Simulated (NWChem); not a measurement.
Everything below was run with NWChem. System: CH3, charge 0, spin multiplicity 2, at a geometry optimised with UB3LYP/def2-SVP. The structure started from a generated list of species. Its SCF solution wasn't tested for a lower state. Level: UMP2/cc-pVTZ, 1 core orbitals frozen.

Input file:

```
start mol
memory heap 200 mb stack 900 mb global 1100 mb
geometry units angstroms nocenter noautoz
  C      0.000000     0.000000     0.000001
  H      0.000000     0.000000     1.090798
  H     -0.944657     0.000000    -0.545403
  H      0.944657     0.000000    -0.545403
  symmetry group C2v
end
basis spherical
  * library cc-pvtz
end
scf
  uhf
  nopen 1
  maxiter 100
  thresh 1e-7
  semidirect memsize 60000000 filesize 0
  # guess.movecs holds the orbitals of an unrestricted PBE0 run
  vectors input guess.movecs output mol.movecs
end
mp2
  freeze core 1
end
task mp2 energy
```

NWChem printed:

```
             Northwest Computational Chemistry Package (NWChem) 7.3.0
             --------------------------------------------------------

                                NWChem Input Module
                                -------------------

 Scaling coordinates for geometry "geometry" by  1.889725989
 (inverse scale =  0.529177249)

 Turning off AUTOSYM since
 SYMMETRY directive was detected!

                             Geometry "geometry" -> ""
                             -------------------------

 Output coordinates in angstroms (scale by  1.889725989 to convert to a.u.)

  No.       Tag          Charge          X              Y              Z
 ---- ---------------- ---------- -------------- -------------- --------------
    1 C                    6.0000     0.00000000     0.00000000     0.00000100
    2 H                    1.0000     0.00000000     0.00000000     1.09079800
    3 H                    1.0000    -0.94465700     0.00000000    -0.54540300
    4 H                    1.0000     0.94465700     0.00000000    -0.54540300

 Effective nuclear repulsion energy (a.u.)       9.5725784505

            Nuclear Dipole moment (a.u.)
            ----------------------------
        X                 Y               Z
 ---------------- ---------------- ----------------
     0.0000000000     0.0000000000    -0.0000037795

      Symmetry information
      --------------------

 Group name             C2v
 Group number             16
 Group order               4
 No. of unique centers     3

      Symmetry unique atoms

     1    2    3


 Summary of "ao basis" -> "" (spherical)
 ------------------------------------------------------------------------------
       Tag                 Description            Shells   Functions and Types
 ---------------- ------------------------------  ------  ---------------------
 *                          cc-pvtz                   on all atoms

 Summary of "ao basis" -> "ao basis" (spherical)
 ------------------------------------------------------------------------------
       Tag                 Description            Shells   Functions and Types
 ---------------- ------------------------------  ------  ---------------------
 C                          cc-pvtz                 10       30   4s3p2d1f
 H                          cc-pvtz                  6       14   3s2p1d

                                 NWChem SCF Module
                                 -----------------

  ao basis        = "ao basis"
  functions       =    72
  atoms           =     4
  alpha electrons =     5
  beta  electrons =     4
  charge          =   0.00
  wavefunction    = UHF
  use symmetry    = T
  symmetry adapt  = T

 Summary of "ao basis" -> "ao basis" (spherical)
 ------------------------------------------------------------------------------
       Tag                 Description            Shells   Functions and Types
 ---------------- ------------------------------  ------  ---------------------
 C                          cc-pvtz                 10       30   4s3p2d1f
 H                          cc-pvtz                  6       14   3s2p1d

      Symmetry analysis of basis
      --------------------------

        a1         30
        a2          8
        b1         20
        b2         14

 Forming initial guess at       0.1s

   Symmetry analysis of molecular orbitals - initial alpha
   -------------------------------------------------------

  Numbering of irreducible representations:

     1 a1          2 a2          3 b1          4 b2
[...]
    1 C    6     3.78   0.98  0.44  0.09  0.22  0.52  0.99  0.54  0.00  0.01  0.00
    2 H    1     0.41   0.12  0.22  0.04  0.01  0.01  0.00
    3 H    1     0.41   0.12  0.22  0.04  0.01  0.01  0.00
    4 H    1     0.41   0.12  0.22  0.04  0.01  0.01  0.00

   Mulliken analysis of the beta density
   -------------------------------------

    Atom       Charge   Shell Charges
 -----------   ------   -------------------------------------------------------
    1 C    6     2.58   0.98  0.39  0.07  0.18  0.27  0.48  0.18  0.01  0.01  0.00
    2 H    1     0.47   0.14  0.27  0.06  0.00  0.00  0.00
    3 H    1     0.47   0.14  0.27  0.06  0.00  0.00  0.00
    4 H    1     0.47   0.14  0.27  0.06  0.00  0.00  0.00

   Mulliken analysis of the spin density
   -------------------------------------

    Atom       Charge   Shell Charges
 -----------   ------   -------------------------------------------------------
    1 C    6     1.21  -0.00  0.05  0.01  0.04  0.25  0.51  0.36 -0.00 -0.00 -0.00
    2 H    1    -0.07  -0.02 -0.04 -0.02  0.00  0.01  0.00
    3 H    1    -0.07  -0.02 -0.04 -0.02  0.00  0.01  0.00
    4 H    1    -0.07  -0.02 -0.04 -0.02  0.00  0.01  0.00

       Multipole analysis of the density wrt the origin
       ------------------------------------------------

     L   x y z        total         alpha         beta         nuclear
     -   - - -        -----         -----         ----         -------
     0   0 0 0     -0.000000     -5.000000     -4.000000      9.000000

     1   1 0 0      0.000000      0.000000      0.000000      0.000000
     1   0 1 0      0.000000      0.000000      0.000000      0.000000
     1   0 0 1     -0.000000      0.000000      0.000003     -0.000004

     2   2 0 0     -5.357458     -6.087821     -5.643107      6.373470
     2   1 1 0      0.000000      0.000000      0.000000      0.000000
     2   1 0 1      0.000000      0.000000      0.000000      0.000000
     2   0 2 0     -6.672308     -4.630938     -2.041371      0.000000
     2   0 1 1      0.000000      0.000000      0.000000      0.000000
     2   0 0 2     -5.357432     -6.087834     -5.643123      6.373525

                   NWChem MP2 Semi-direct Energy/Gradient Module
                   ---------------------------------------------

  Basis functions       =     72
  Molecular orbitals    =     72
  Frozen core           =      1
  Frozen virtuals       =      0
  Active alpha occupied =      4
  Active beta occupied  =      3
  Active alpha virtual  =     67
  Active beta virtual   =     68
  Use MO symmetry       = T
  Use skeleton AO sym   = T

  AO/Fock/Back tols     =   1.0D-09  1.0D-09  1.0D-09

 GA uses MA = F    GA memory limited = T

 Available:
  local mem=  1.26D+08
 global mem=  1.44D+08
 local disk=  0.00D+00
  mp2_memr nvloc                    67
  nvloc new                    67
   1 passes of   4:        4194304                      23970                   2403576.
   1 passes of   4: M    126153562           G      144168832           F     121959258.

 Semi-direct pass number   1 of   1  for UHF alpha       at        0.9s
  vrange nnbf                  2628
  mp2_eaftype                    10  avail_ma_in_mb                  1099
 EAF : mp2_eaftype filesize          10    1201788.
  mp2_eaf for mointskh                     10
Node 0 wrote      5.6 Mb in      0.0 s     Agg I/O rate:  1188.7 Mb/s
 Done moints_semi at        1.6s
  mp2_eaftype                    10  avail_ma_in_mb                  1089
 EAF : mp2_eaftype filesize          10    1201788.
  mp2_eaf for kh                    10
 Done maket at        1.7s
 Done multipass loop at        1.7s

 GA uses MA = F    GA memory limited = T

 Available:
  local mem=  1.26D+08
 global mem=  1.44D+08
 local disk=  0.00D+00
  mp2_memr nvloc                    68
  nvloc new                    68
   1 passes of   3:        4194304                      20771                   1831723.
   1 passes of   3: M    126153562           G      144168832           F     121959258.

 Semi-direct pass number   1 of   1  for UHF beta        at        1.7s
  vrange nnbf                  2628
  mp2_eaftype                    10  avail_ma_in_mb                  1099
 EAF : mp2_eaftype filesize          10     915861.
  mp2_eaf for mointskh                     10
Node 0 wrote      4.3 Mb in      0.0 s     Agg I/O rate:  3254.0 Mb/s
 Done moints_semi at        2.3s
  mp2_eaftype                    10  avail_ma_in_mb                  1089
 EAF : mp2_eaftype filesize          10     915861.
  mp2_eaf for kh                    10
 Done maket at        2.4s
 Done multipass loop at        2.4s

          -------------------------------------------
          SCF energy                 -39.576806657074
          Correlation energy          -0.158344649059
          Singlet pairs                0.000000000000
          Triplet pairs                0.000000000000
          Total MP2 energy           -39.735151306134
          -------------------------------------------

          ---------------------------------------------------
                    Spin Component Scaled (SCS) MP2
          Same spin pairs                     -0.029853874536
          Same spin scaling factor             0.333333333333
          Opposite spin pairs                 -0.128490774523
          Opposite spin scaling fact.          1.200000000000
          SCS-MP2 correlation energy          -0.164140220940
          Total SCS-MP2 energy               -39.740946878014
          ---------------------------------------------------

 -----------------------
 Performance information
 -----------------------

 Timer overhead =  2.00D-07 seconds/call

               Nr. of calls         CPU time (s)                 Wall time (s)                GFlops
             ---------------    -------------------     ------------------------------   -------------------
Name         Min   Avg   Max    Min     Avg     Max     Min     Avg     Max   Mx/calls   Min     Max     Sum
mp2: moin     2     2     2    1.4     1.4     1.4      1.4     1.4     1.4    0.68      0.0     0.0     0.0
mp2: make     2     2     2   4.80E-2 4.80E-2 4.80E-2  4.80E-2 4.80E-2 4.80E-2 2.40E-2   0.0     0.0     0.0
mp2: tota     1     1     1    1.5     1.5     1.5      1.5     1.5     1.5     1.5      0.0     0.0     0.0

 The average no. of pstat calls per process was 5.00D+00
 with a timing overhead of 9.99D-07s

 Task  times  cpu:        2.3s     wall:        2.3s

 Total times  cpu:        2.4s     wall:        2.4s
```
